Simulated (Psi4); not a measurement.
Process, species as SMILES: C=C=O + H+ → C=C=[OH+]
B3LYP-D3(BJ)/def2-TZVP geometries, fixed; electronic energies without zero-point terms; positive where energy is released.

Basis-set convergence of the proton affinity at MP2 with Psi4. Cartesian d functions, on some or all atoms, in 6-31G**; all else is spherical. Density fitting with the program's default auxiliary sets. Cores are frozen. Psi4's default fitting sets serve the pcseg sets less well. The proton sits at the site shown, which need not be the one that binds it best. No added dispersion term, no relativity. Functions are those of the species that has most. Reference: Hartree-Fock in cc-pVQZ plus the correlation part extrapolated as X^-3 from cc-pVTZ and cc-pVQZ, 155.77 kcal/mol, itself unsure by roughly 0.26 kcal/mol (a third of the extrapolation step and of the last Hartree-Fock step). Deviations are taken from unrounded values.

| basis | functions | proton affinity (kcal/mol) | minus reference (kcal/mol) |
|---|---|---|---|
| STO-3G | 18 | 203.62 | 47.85 |
| 3-21G | 33 | 157.33 | 1.55 |
| 6-31G | 33 | 155.72 | -0.06 |
| pcseg-0 | 33 | 150.38 | -5.39 |
| def2-SV(P) | 48 | 148.48 | -7.30 |
| 6-31G** | 60 | 161.36 | 5.59 |
| 6-311G** | 72 | 158.11 | 2.34 |
| def2-SVPD | 87 | 156.04 | 0.27 |
| aug-cc-pVDZ | 96 | 155.09 | -0.68 |
| 6-311++G(2d,2p) | 111 | 156.10 | 0.32 |
| cc-pVTZ | 132 | 157.33 | 1.55 |
| pcseg-2 | 132 | 156.97 | 1.19 |
| def2-TZVPD | 141 | 154.56 | -1.21 |
| 6-311++G(3df,3pd) | 171 | 156.30 | 0.53 |
| aug-cc-pVTZ | 207 | 155.96 | 0.19 |
| cc-pVQZ | 255 | 156.34 | 0.57 |
| def2-QZVPP | 261 | 156.29 | 0.52 |
| def2-QZVPPD | 291 | 156.20 | 0.42 |
